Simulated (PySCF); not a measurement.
SMILES Cc1cc[nH]n1, C4H6N2

Geometry (Å), atoms numbered from 1 in this order:
```xyz
12

C    -1.853   -0.046   -0.452
C    -0.413   -0.100   -0.083
C     0.516    0.960   -0.010
C     1.697    0.371    0.367
N     1.435   -0.944    0.493
N     0.163   -1.252    0.228
H    -2.394    0.671    0.168
H    -1.983    0.257   -1.495
H    -2.305   -1.029   -0.322
H     0.345    2.006   -0.206
H     2.679    0.778    0.549
H     2.068   -1.674    0.764
```

Computed, not measured: quadratic response CAM-B3LYP/def2-TZVPD first hyperpolarisability, Taylor convention, gas phase in PySCF. Geometry: PBE0-D3(BJ)/def2-TZVP.

(1) Give the tensor of the second harmonic β(−2ω;ω,ω) at 1907 nm in the axes of these coordinates.

Answers

(1) In au, Taylor convention; rows are the first index (the induced dipole):
|  | xx | yy | zz | xy | xz | yz |
| --- | --- | --- | --- | --- | --- | --- |
| x | -18.9 | +8.1 | -7.5 | +0.7 | -1.9 | +7.9 |
| y | +0.4 | -17.0 | -35.8 | +7.6 | +7.7 | -9.2 |
| z | -1.8 | -9.1 | +14.7 | +7.9 | -7.9 | -36.1 |

Norm of βᵢ = ⅓ Σⱼ (βᵢⱼⱼ + βⱼᵢⱼ + βⱼⱼᵢ): 55.8 au, hyper-Rayleigh value 28.0 au.
